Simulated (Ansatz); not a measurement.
# CHAlO (triplet): wave-function methods side by side at a displaced geometry (v2), cc-pVDZ

The task here is to estimate one member of a computed series from the others.

Program: Ansatz 0.2.0, Gaussian basis. Level of theory: cc-pVDZ, core rule «outside noble gas», up to 7 orbitals frozen. These are calculated values, not measurements.

To be run: UHF; CCSD(T) on ROHF; CCSD(T) on UHF; BCCD(T) on ROHF; CISD as a restricted active space (open shells left free, so some higher excitations enter); CCSDT(Q) on ROHF; CCSDT(Q) on UHF.

24 further runs of the same task are left out: 5 that didn't finish, 19 set aside as unsound or not needed. Runs told in other sessions of the task aren't counted.

### The geometry

The geometry is a PBE0/def2-TZVP stationary point (not a proven minimum) with its atoms shifted at random (size 0.100 Å).

4 atoms, charge 0, spin multiplicity 3.

Atoms are counted from 1 here; the program's logs count them from 0.

Bond lengths: Al1–C2 1.929 Å, C2–O3 1.322 Å, O3–H4 0.915 Å. Angles: Al1–C2–O3 164.0°, C2–O3–H4 112.1°.

Set-up of the first run:

File in.yaml:

```yaml
crystal:
  periodic: [false, false, false]
  atoms:
    - {symbol: Al, position_ang: [0.064569, -0.138866, 2.210941]}
    - {symbol: C, position_ang: [-0.100338, -0.043555, 0.291399]}
    - {symbol: O, position_ang: [-0.023682, -0.292072, -1.004429]}
    - {symbol: H, position_ang: [0.059451, 0.474493, -1.497911]}
basis:
  gaussian: {orbitals: cc-pVDZ}
magnetization: {spin_polarized: true, initial_magnetization: 2}
hamiltonian: {xc: hf}
output: {orbitals: {seedname: orbitals}}
```

Launch:

```bash
$ ansatz run in.yaml --threads 1 --pin off --events-out ev --progress --plain --max-ram 2393MiB
```

Steps of the session up to this table: UHF; CCSD(T) on ROHF; CCSD(T) on UHF; BCCD(T) on ROHF; CISD as a restricted active space (open shells left free, so some higher excitations enter); CCSDT(Q) on ROHF; CCSDT(Q) on UHF.

One of the session's tables, all rows but one given; the rest of the session is left out.

```
   method  from UCCSDT(Q) (kJ/mol)
     ROHF                   +967.0
      UHF                        ?
     RMP2                   +116.1
     UMP2                   +122.4
     CISD                   +128.3
    RCCSD                    +33.6
    UCCSD                    +33.3
 RCCSD(T)                     +6.2
 UCCSD(T)                     +6.3
  BCCD(T)                     +5.8
   RCCSDT                     +2.7
   UCCSDT                     +2.6
RCCSDT(Q)                     +0.4
UCCSDT(Q)                        0
```

Q: Estimate the row for UHF from the others.

As computed: from UCCSDT(Q) (kJ/mol): +945.2. In the column «from UCCSDT(Q) (kJ/mol)» it lies between CISD (+128.3) and ROHF (+967.0).

Caveats from the session: Restricted and unrestricted rows rest on different reference determinants; a gap between their highest levels can come from leftover correlation error, from unlike frozen cores or from another state.
